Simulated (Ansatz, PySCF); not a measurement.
Energy landscape of O3, singlet: symmetric bend, bond length relaxed. Scanned: O-O-O angle. Other coordinates (O-O bond length) were minimised at PBE0/def2-TZVP.

Levels: RKS-B3LYP/6-31G* = restricted B3LYP/6-31G*, spherical d run with PySCF; CCSD/aug-cc-pVQZ = CCSD on RHF/aug-cc-pVQZ, frozen core (Ansatz, a quantum-chemistry and plane-wave program); RKS-PBE/aug-cc-pVQZ = Ansatz with restricted PBE/aug-cc-pVQZ.

Energies in kJ/mol, each method relative to its own lowest point.

```tsv
a / °	RKS-B3LYP/6-31G*	CCSD/aug-cc-pVQZ	RKS-PBE/aug-cc-pVQZ
167	284.6	311.7	295.7
157	208.4	225.4	209.1
147	129.3	138.6	125.8
137	61.9	65.5	58.0
127	15.7	16.3	___
117	0.0	0.0	0.0
107	25.0	—	26.3
```

**Question.** Fill in the missing entries.

**Answer.** 
- 127, RKS-PBE/aug-cc-pVQZ: 13.5

A dash means that the run gave no value there, or that the column was ended at a point which the program doubted or which failed a test of continuity chosen for this set; such a test can also cut sound points.

The scan ran from 180.0 to 80.0; beyond the range shown the relaxed coordinates jump or full CI changes its symmetry label.
